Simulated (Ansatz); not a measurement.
CaB6-type LaB6, treated with BLYP (plane waves, PAW; Ansatz, a first-principles code).

Settings: plane-wave cutoff 520 eV, 14×14×14 k mesh, Fermi–Dirac smearing 0.05 eV, scalar-relativistic PAW data made under PBE.

The volume scan:

```csv
V (Å³/atom),E − E_lowest (meV/atom)
10.068,9.20
10.278,2.23
10.487,0.00
10.697,2.08
10.907,8.07
```

Question: Estimate the bulk modulus and its pressure derivative from these points.

Answer: V0 = 10.488 Å³/atom, B0 = 164 GPa, B′ = 3.8 (fit to the energies at full precision).

Shape and atoms are relaxed at each volume.

Measured, for comparison: bulk modulus 164 ± 2 GPa (room temperature, no zero-point or thermal correction, isothermal; as tabulated in LaB6 under pressure, Phys. Rev. B 80, 172104 (doi 10.1103/PhysRevB.80.172104)); equilibrium volume per atom 10.26 Å³/atom (296 K, no zero-point or thermal correction; as tabulated in Tsubota and Kitagawa (2017), doi:10.1038/s41598-017-15766-y). Computed (rounded) less measured: bulk modulus 0.0 % (inside the measured uncertainty), equilibrium volume per atom +2.2 %.

Note: the bulk modulus comes from volumes at which shape and atoms were relaxed.

Spin–orbit coupling is not included.
